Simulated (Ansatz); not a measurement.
Computed with PBE-D3(BJ)/def2-TZVP run with Ansatz (a program for electronic structure). No frequencies were computed at this level.

Ansatz 0.2 input:
```yaml
crystal:
  periodic: [false, false, false]
  atoms:
    - { symbol: Si, position_ang: [0.000181, -0.000228, 0.237715] }
    - { symbol: H, position_ang: [-0.572469, 1.292977, -0.078199] }
    - { symbol: H, position_ang: [1.406194, -0.150436, -0.080305] }
    - { symbol: H, position_ang: [-0.833906, -1.142312, -0.079211] }
basis:
  gaussian: { orbitals: def2-tzvp }
hamiltonian:
  xc: pbe
  dispersion: d3bj
relax:
  max_steps: 150
magnetization:
  spin_polarized: true
  initial_magnetization: 1
```

Output:

```
Functional definition: PBE
384 factors; their error is unknown
mean field evaluation 1: about -7919.6893 eV, gradient 9.8e0 eV
mean field evaluation 2: about -7920.3015 eV, gradient 5.2e0 eV
mean field evaluation 4: about -7920.5144 eV, gradient 8.2e-2 eV
mean field evaluation 8: about -7920.5090 eV, gradient 1.8e-3 eV
mean field -7920.50899443 eV, -291.0733368313 hartree, gradient 5.8e-6 eV, S^2 0.753452; 0 other end points of the search recorded, 0 dependent functions left out
reference -7920.50902975 eV, -291.0733381294 hartree; 9, 8 occupied and 46, 47 virtual orbitals, 384 factors
relax step   1: F+E_penalty+E_count = -7920.54728156 eV  Δ(F+E_penalty+E_count) = +0.000e0 eV  max|allowed force component| = 9.231e-1 eV/Å  Δτ_max = 0.0000 Å  (22 SCF iters, accepted)
these checks for a lower state are left out or cut short: starts, cluster_reference, orbital_swaps, neighbouring_geometries, increment
384 factors; their error is unknown
mean field evaluation 16: about -7920.5837 eV, gradient 6.2e-2 eV
mean field -7920.58380481 eV, -291.0760860624 hartree, gradient 1.4e-5 eV, S^2 0.752931; 0 other end points of the search recorded, 0 dependent functions left out
reference -7920.58383996 eV, -291.0760873540 hartree; 9, 8 occupied and 46, 47 virtual orbitals, 384 factors
relax step   2: F+E_penalty+E_count = -7920.62212538 eV  Δ(F+E_penalty+E_count) = -7.484e-2 eV  max|allowed force component| = 3.272e-1 eV/Å  Δτ_max = 0.0774 Å  (25 SCF iters, accepted)
these checks for a lower state are left out or cut short: starts, cluster_reference, orbital_swaps, neighbouring_geometries, increment
384 factors; their error is unknown
mean field -7920.59015700 eV, -291.0763195011 hartree, gradient 6.6e-5 eV, S^2 0.752737; 0 other end points of the search recorded, 0 dependent functions left out
reference -7920.59019191 eV, -291.0763207837 hartree; 9, 8 occupied and 46, 47 virtual orbitals, 384 factors
relax step   3: F+E_penalty+E_count = -7920.62851636 eV  Δ(F+E_penalty+E_count) = -6.391e-3 eV  max|allowed force component| = 1.084e-1 eV/Å  Δτ_max = 0.0408 Å  (23 SCF iters, accepted)
these checks for a lower state are left out or cut short: starts, cluster_reference, orbital_swaps, neighbouring_geometries, increment
384 factors; their error is unknown
mean field -7920.59127325 eV, -291.0763605224 hartree, gradient 5.7e-5 eV, S^2 0.752835; 0 other end points of the search recorded, 0 dependent functions left out
reference -7920.59130832 eV, -291.0763618113 hartree; 9, 8 occupied and 46, 47 virtual orbitals, 384 factors
relax step   4: F+E_penalty+E_count = -7920.62958961 eV  Δ(F+E_penalty+E_count) = -1.073e-3 eV  max|allowed force component| = 3.207e-2 eV/Å  Δτ_max = 0.0200 Å  (22 SCF iters, accepted)
these checks for a lower state are left out or cut short: starts, cluster_reference, orbital_swaps, neighbouring_geometries, increment
384 factors; their error is unknown
mean field evaluation 32: about -7920.5914 eV, gradient 1.2e-1 eV
mean field -7920.59144573 eV, -291.0763668609 hartree, gradient 1.1e-5 eV, S^2 0.752812; 0 other end points of the search recorded, 0 dependent functions left out
reference -7920.59148076 eV, -291.0763681483 hartree; 9, 8 occupied and 46, 47 virtual orbitals, 384 factors
relax step   5: F+E_penalty+E_count = -7920.62977418 eV  Δ(F+E_penalty+E_count) = -1.846e-4 eV  max|allowed force component| = 1.647e-3 eV/Å  Δτ_max = 0.0041 Å  (21 SCF iters, accepted)
384 factors; their error is unknown
mean field -7920.59144573 eV, -291.0763668609 hartree, gradient 1.2e-5 eV, S^2 0.752812; 1 other end points of the search recorded, 0 dependent functions left out
reference -7920.59148076 eV, -291.0763681483 hartree; 9, 8 occupied and 46, 47 virtual orbitals, 384 factors
Total energy: -7920.62980922 eV, -291.0777766930 hartree
Atom 0 at     0.000240    -0.000172     0.339972 Å, force     0.000003    -0.000006     0.001647 eV/Å
Atom 1 at    -0.577021     1.303121    -0.112256 Å, force    -0.000355     0.000803    -0.000550 eV/Å
Atom 2 at     1.416875    -0.151829    -0.114403 Å, force     0.000878    -0.000087    -0.000549 eV/Å
Atom 3 at    -0.840095    -1.151119    -0.113313 Å, force    -0.000526    -0.000710    -0.000548 eV/Å
Dipole moment:     0.000004    -0.000003     0.006354 e Å
```

Cost: about 3 core-seconds (a rough figure).
